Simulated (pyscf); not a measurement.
One four-centre exchange on the singlet surface with elements of a group swapped. ωB97M-D3(BJ)/def2-TZVP, kcal/mol, from the separated reactants. Structures and frequencies: ωB97X-D3(BJ)/def2-SVP in PySCF.

```csv
step,barrier,reaction energy,imaginary mode (i cm⁻¹)
`[AgH]` + `[SiH3][SH]` → `[SH][Ag]` + `[SiH4]`,7.5,-6.8,150
`[CuH]` + `[SiH3][SH]` -> `[SH][Cu]` + `[SiH4]`,[?],[?],203
```

Q: Some entries are withheld; supply them.

A: 
- `[CuH]` + `[SiH3][SH]` -> `[SH][Cu]` + `[SiH4]`, barrier: -5.5
- `[CuH]` + `[SiH3][SH]` -> `[SH][Cu]` + `[SiH4]`, reaction energy: -9.8

Row 1: On the reactant side the descent ends in an adduct with a Ag–S contact, 23.6 kcal/mol under the separated species and 24.2 kcal/mol under the saddle at ωB97X-D3(BJ)/def2-TZVP. On the product side the descent ends in an adduct with a Ag–Si, Ag–H contact, 17.4 kcal/mol under the separated species and 26.2 kcal/mol under the saddle at ωB97X-D3(BJ)/def2-TZVP. Row 2: On the reactant side the descent ends in an adduct with a Cu–S contact, 28.7 kcal/mol under the separated species and 16.4 kcal/mol under the saddle at ωB97X-D3(BJ)/def2-TZVP. On the product side the descent ends in an adduct with a Cu–Si, Cu–H contact, 23.2 kcal/mol under the separated species and 22.0 kcal/mol under the saddle at ωB97X-D3(BJ)/def2-TZVP. Each row is the saddle that its search found. Elements past Kr carry the def2 core potentials, without spin-orbit coupling.
